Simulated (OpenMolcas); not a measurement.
**NH (imidogen) at 6 levels**

Wanted: a comparison of 6 runs (UHF/6-31G*, U-r2SCAN/6-31G*, UB3LYP/6-31G*, UPBE0/6-31G*, ROMP2/6-31G*, ROCCSD(T)/6-31G*) of NH (imidogen). 

Program for the calculation: OpenMolcas 26.06.

### Step 1. The molecule

NH: 2 atoms, total charge 0, spin state triplet. As SMILES, `[NH]`. The N1–H2 distance was set to 1.813 Å, away from the relaxed value.

### Step 2. The energy at UHF/6-31G(d) (spherical functions) (run 1)

Contents of test.inp:

```
&GATEWAY
BasLib=$CurrDir
Coord
2
angstrom
N        0.000000       0.000000      -0.777190
H        0.000000       0.000000       1.036210
Basis=6-31Gs
Group=NoSym
&SEWARD
&SCF
UHF
Spin=3
Thresholds=1e-10 1e-07 1e-07 1e-05
PrOrbitals=1 1
```

The basis set 6-31G* is read from a file made from the Basis Set Exchange's data (not shown).

On the command line:

```console
export MOLCAS_MEM=1860
pymolcas test.inp > test.log
```

Standard output:

```text
--- Start Module: gateway ---
[...]
--- Stop Module: gateway /rc=_RC_ALL_IS_WELL_ ---
--- Start Module: seward ---
[...]
      Basis functions           16
--- Stop Module: seward /rc=_RC_ALL_IS_WELL_ ---
--- Start Module: scf ---
[...]
       Convergence after  18 Iterations
[...]
::    Total SCF energy                                -54.8851449057
[...]
      Total spin, S                                     1.2415034342
[...]
      Total electronic charge=    8.000000
      Total            charge=   -0.000000
[...]
      Dipole Moment (debye):
      Origin of the operator (angstrom)=    0.0000    0.0000   -0.6554
                   X= -8.1396E-17               Y=  6.5373E-16               Z=  2.0309E-01           Total=  2.0309E-01
      Quadrupole Moment (debye*angstrom):
[...]
--- Stop Module: scf /rc=_RC_ALL_IS_WELL_ ---
[...]
```

Run time: 1.8 s. Hardware: 1 thread of Arm Neoverse V1, shared host; peak memory 0.37 GiB.

### Step 3. A single-point energy at U-r2SCAN/6-31G(d) (spherical functions) (run 2)

Changes to test.inp since step 2:

```diff
@@ -10,2 +10,5 @@
 &SEWARD
+GridInput
+Grid=UltraFine
+End of Grid
 &SCF
@@ -13,2 +16,5 @@
 Spin=3
+KSDFT=2
+1.0 MGGA_X_R2SCAN
+1.0 MGGA_C_R2SCAN
 Thresholds=1e-10 1e-07 1e-07 1e-05
```

The basis set 6-31G* is read from a file made from the Basis Set Exchange's data (not shown).

On the command line:

```console
export MOLCAS_MEM=1860
pymolcas test.inp > test.log
```

Standard output:

```text
--- Start Module: gateway ---
[...]
--- Stop Module: gateway /rc=_RC_ALL_IS_WELL_ ---
--- Start Module: seward ---
[...]
      Basis functions           16
--- Stop Module: seward /rc=_RC_ALL_IS_WELL_ ---
--- Start Module: scf ---
[...]
       Convergence after  20 Iterations
[...]
::    Total KS-DFT energy                             -55.0922201887
[...]
      Total spin, S                                     1.1368088106
[...]
      Total electronic charge=    8.000000
      Total            charge=   -0.000000
[...]
      Dipole Moment (debye):
      Origin of the operator (angstrom)=    0.0000    0.0000   -0.6554
                   X=  7.6045E-16               Y=  1.3491E-15               Z=  6.1226E-01           Total=  6.1226E-01
      Quadrupole Moment (debye*angstrom):
[...]
--- Stop Module: scf /rc=_RC_ALL_IS_WELL_ ---
[...]
```

It took 6.6 s on 1 thread of Arm Neoverse V1, shared host; peak memory 0.37 GiB.

Runs 3 to 4 aren't shown in full; the table further down has their settings and results.

### Step 4. A single-point energy at ROMP2/6-31G(d) (spherical functions) (run 5)

Contents of test.inp:

```
&GATEWAY
 BasLib=$CurrDir
 Coord
 2
 angstrom
 N        0.000000       0.000000      -0.777190
 H        0.000000       0.000000       1.036210
 Basis=6-31Gs
 Group=NoSym

&SEWARD

&SCF
 UHF
 Spin=3
 Thresholds=1e-10 1e-07 1e-07 1e-05
 PrOrbitals=1 1

&RASSCF
 FileOrb=$Project.UnaOrb
 Spin=3
 Nactel=2 0 0
 Inactive=3
 Ras2=2
 OutOrbitals=Canonical
 OrbListing=Nothing

&CASPT2
 IPEA=0.0
 Frozen=1
```

The basis set 6-31G* is read from a file made from the Basis Set Exchange's data (not shown).

On the command line:

```console
export MOLCAS_MEM=1860
pymolcas test.inp > test.log
```

Standard output:

```text
--- Start Module: gateway ---
[...]
--- Stop Module: gateway /rc=_RC_ALL_IS_WELL_ ---
[...]
      Basis functions           16
[...]
       Convergence after  18 Iterations
[...]
::    Total SCF energy                                -54.8851449057
[...]
      Total spin, S                                     1.2415034342
[...]
--- Start Module: rasscf ---
[...]
      Number of active orbitals                  2
[...]
      Spin quantum number                      1.0
[...]
      Active orbitals                            2
[...]
      Number of CSFs                             1
[...]
      Number of root(s) required                 1
[...]
      Convergence after 10 iterations
[...]
      printout of CI-coefficients larger than  0.05 for root  1
      energy=     -54.813321
      conf/sym  11     Coeff  Weight
             1  uu   1.00000 1.00000
      Natural orbitals and occupation numbers for root  1
      sym 1:   1.000000   1.000000
      ************************************************************************************************************************
      *                                                    Final results                                                     *
[...]
::    RASSCF root number  1 Total energy:    -54.81332091
[...]
      Total electronic charge=    8.000000
      Total            charge=   -0.000000
[...]
      Dipole Moment (debye):
      Origin of the operator (angstrom)=    0.0000    0.0000   -0.6554
                   X= -1.3089E-13               Y= -2.6935E-13               Z=  6.7093E-01           Total=  6.7093E-01
      Quadrupole Moment (debye*angstrom):
[...]
--- Stop Module: rasscf /rc=_RC_ALL_IS_WELL_ ---
[...]
      E2 (Variational):          -0.1367788061
      Total energy:             -54.9500997120
[...]
      Reference weight:           0.93138
[...]
::    CASPT2 Root  1     Total energy:    -54.95009971
[...]
```

Run time: 2.6 s. Hardware: 1 thread of Arm Neoverse V1, shared host; peak memory 0.37 GiB.

### Step 5. A single-point energy at ROCCSD(T)/6-31G(d) (spherical functions) (run 6)

Contents of test.input:

```
* HN CCSD(T)

&GATEWAY
 BasLib=$CurrDir
 Coord
 2
 angstrom
 N        0.000000       0.000000      -0.777190
 H        0.000000       0.000000       1.036210
 Basis=6-31Gs
 Group=NoSym

&SEWARD

&SCF
 UHF
 Spin=3
 Thresholds=1e-10 1e-07 1e-07 1e-05
 PrOrbitals=1 1

&RASSCF
 FileOrb=$Project.UnaOrb
 Spin=3
 Nactel=2 0 0
 Inactive=3
 Ras2=2
 OutOrbitals=Canonical
 OrbListing=Nothing

&MOTRA
 JobIph
 Frozen=1

&CCSDT
 CCT
 Triples=3
 Iterations=80
 Accuracy=1e-08
 Extrapolation=5 4
```

The basis set 6-31G* is read from a file made from the Basis Set Exchange's data (not shown).

On the command line:

```console
export MOLCAS_MEM=1860
pymolcas test.input > test.log
```

Standard output:

```text
--- Start Module: gateway ---
[...]
--- Stop Module: gateway /rc=_RC_ALL_IS_WELL_ ---
[...]
      Basis functions           16
[...]
       Convergence after  18 Iterations
[...]
::    Total SCF energy                                -54.8851449057
[...]
      Total spin, S                                     1.2415034342
[...]
      Number of active orbitals                  2
[...]
      Spin quantum number                      1.0
[...]
      Active orbitals                            2
[...]
      Number of CSFs                             1
[...]
      Number of root(s) required                 1
[...]
      Convergence after 10 iterations
[...]
      printout of CI-coefficients larger than  0.05 for root  1
      energy=     -54.813321
      conf/sym  11     Coeff  Weight
             1  uu   1.00000 1.00000
      Natural orbitals and occupation numbers for root  1
      sym 1:   1.000000   1.000000
      ************************************************************************************************************************
      *                                                    Final results                                                     *
[...]
::    RASSCF root number  1 Total energy:    -54.81332091
[...]
      Total electronic charge=    8.000000
      Total            charge=   -0.000000
[...]
      Dipole Moment (debye):
      Origin of the operator (angstrom)=    0.0000    0.0000   -0.6554
                   X= -1.3089E-13               Y= -2.6935E-13               Z=  6.7093E-01           Total=  6.7093E-01
      Quadrupole Moment (debye*angstrom):
[...]
--- Start Module: motra ---
[...]
      Convergence after                    25  Iterations
      Total energy (diff) :     -54.98686709      -0.00000000
[...]
 METHOD                       : CCSD+T(CCSD)+<T3(1)WT1>+<T3(1)UT2> = CCSD(T)
[...]
       CCSD     =       -54.9868670897545
[...]
```

It took 2.7 s on 1 thread of Arm Neoverse V1, shared host; peak memory 0.37 GiB.

### Step 6. All runs side by side

```tsv
run	level	integration grid	frozen core orbitals	energy (Eh)	dipole moment (D)	HOMO energy (eV)	LUMO energy (eV)	wall time
1	UHF/6-31G* (spherical functions)	–	–	-54.885145	0.20	-12.98	3.31	1.8 s
2	U-r2SCAN/6-31G* (spherical functions)	UltraFine	–	-55.092220	0.61	-8.21	-2.88	6.6 s
3	UB3LYP/6-31G* (spherical functions)	UltraFine	–	-55.118282	0.60	-8.81	-2.63	5.7 s
4	UPBE0/6-31G* (spherical functions)	UltraFine	–	-55.051813	0.60	-9.08	-1.93	5.4 s
5	ROMP2/6-31G* (spherical functions)	–	1	-54.950100	–	–	–	2.6 s
6	ROCCSD(T)/6-31G* (spherical functions)	–	1	-54.992639	–	–	–	2.7 s
```

### Step 7. Results

| quantity | value |
| --- | --- |
| run 6: total energy | -54.99264 Eh |
| run 6: (T) correction | -5.77 mEh |

What this shows: Over runs 1, 2, 3, 4 the dipole moment (its size) runs from 0.20 D (UHF/6-31G*) to 0.61 D (U-r2SCAN/6-31G*). Totals of different functionals can't be ranked against each other. Spin contamination of the reference: run 1 ⟨S²⟩ = 2.78, run 4 ⟨S²⟩ = 2.44, run 2 ⟨S²⟩ = 2.43, run 3 ⟨S²⟩ = 2.35. Where it is this large, the reference is a mixture of spin states, and values that rest on it are in doubt. All runs together took 25 s, the longest 6.6 s.
